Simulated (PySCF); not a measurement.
# F: ionisation energy

F [He] 2s2 2p5 (2P) → F⁺ [He] 2s2 2p4 (3P), as a difference of total energies. All numbers are calculated (PySCF 2.14, scalar relativity by spin-free X2C-1e, in x2c-TZVPPall with one added diffuse shell each of s, p, d type (6s4p3d1f, 40 functions)). Correlated levels: valence and next inner shell: nothing frozen. The calculations carry no spin-orbit coupling.

| method | ionisation energy (eV) | error (eV) |
| --- | --- | --- |
| UHF | 15.645 | -1.782 |
| MP2 (valence and next inner shell) | 17.243 | -0.184 |
| SCS-MP2 (valence and next inner shell) | 17.220 | -0.207 |
| CCSD (valence and next inner shell) | 17.139 | -0.288 |
| CCSD(T) (valence and next inner shell) | 17.190 | -0.237 |

Reference: 17.427 eV (measured; NIST levels, between the centres of gravity of the two terms).

Errors of the correlated levels include the incompleteness of this basis.
